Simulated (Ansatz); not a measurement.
# C2H2O2: how energies converge with the basis set

One table from this session's results is given with a row withheld; the runs are named, their logs left out.

Computed with Ansatz 0.2.0, Gaussian basis. Level: one geometry, several basis sets.

The runs, in order: PBE0-D4/def2-SVP; ωB97M-V/def2-SVP; PBE0-D4/def2-QZVPP; ωB97M-V/def2-QZVPP; the functionals' def2-TZVPP values are taken from earlier runs.

### Structure used throughout

An earlier PBE0-D4 in a triple-zeta def2 set relaxation fixed the geometry.

SMILES `OC#CO`, 6 atoms, charge 0, spin multiplicity 1.

Atoms are counted from 1 here; the program's logs count them from 0.

Bond lengths: O1–C2 1.313 Å, O1–H5 0.964 Å, C2–C3 1.195 Å, C3–O4 1.313 Å, O4–H6 0.964 Å. Angles: C2–O1–H5 109.7°, O1–C2–C3 174.4°, C2–C3–O4 174.4°, C3–O4–H6 109.7°.

The first run:

in.yaml

```yaml
crystal:
  periodic: [false, false, false]
  atoms:
    - {symbol: O, position_ang: [1.163403, 0.385799, -1.488445]}
    - {symbol: C, position_ang: [0.446515, 0.088611, -0.429644]}
    - {symbol: C, position_ang: [-0.171544, -0.079861, 0.579254]}
    - {symbol: O, position_ang: [-0.772316, -0.363132, 1.711558]}
    - {symbol: H, position_ang: [0.967028, -0.236021, -2.197875]}
    - {symbol: H, position_ang: [-1.590986, 0.140605, 1.778952]}
basis:
  gaussian: {orbitals: def2-SVP}
hamiltonian: {xc: pbe0, dispersion: d4}
output: {orbitals: {seedname: orbitals}}
```

On the command line:

```
> ansatz run in.yaml --threads 2 --pin off --events-out ev --progress --plain --max-ram 4352MiB
```

Steps of the session up to this table: PBE0-D4 in def2-SVP; ωB97M-V in def2-SVP; PBE0-D4 in def2-QZVPP; ωB97M-V in def2-QZVPP.

One of the session's tables, all rows but one given; the rest of the session is left out.

It belongs to the step «Density functionals: the series». 

```
functional       basis  HOMO (eV)  LUMO (eV)
   PBE0-D4    def2-SVP          ?          ?
   PBE0-D4  def2-TZVPP      -6.81       0.63
   PBE0-D4  def2-QZVPP      -6.85       0.21
   ωB97M-V    def2-SVP      -8.88       2.90
   ωB97M-V  def2-TZVPP      -9.08       2.13
   ωB97M-V  def2-QZVPP      -9.13       1.39
```

Q: Estimate the row for PBE0-D4, def2-SVP from the others.

The run gave: HOMO (eV): -6.64; LUMO (eV): 1.22. In the column «HOMO (eV)» it is the highest.
